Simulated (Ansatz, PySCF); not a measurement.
Barrier height from HO + H2 to the transition structure H3O, without zero-point energy, on the benchmark's geometries as Psi4's copy of the set gives them.
Transition structure (charge 0, multiplicity 2):
```xyz
4

O     -0.30106    -0.10805    -0.00001
H     -0.42795     0.85157     0.00002
H      1.01549    -0.10037     0.00012
H      1.82097     0.11319    -0.00007
```
Reactant (charge 0, multiplicity 2):
```xyz
2

O      0.00000     0.00000     0.00000
H      0.96890     0.00000     0.00000
```

Open shells are unrestricted; no spin–orbit coupling.

Cores are frozen in the correlated methods. CBS(a, b) extrapolates the correlation energy as X⁻³ and adds the Hartree–Fock energy of set b.

Run with Ansatz (an electronic-structure program) with Gaussian orbitals; PySCF for the dispersion terms. Values without a source in brackets are computed.

Task: Predict the barrier height from MP2/CBS(aug-cc-pVTZ, aug-cc-pVQZ) + ΔCCSD(T)/aug-cc-pVTZ.

Result: 22 kJ/mol

Task: What is the computed barrier height (B3LYP-D3(BJ)/def2-TZVPPD)?

Result: 1 kJ/mol

Task: Predict the barrier height from HF/aug-cc-pVTZ.

Result: 88 kJ/mol
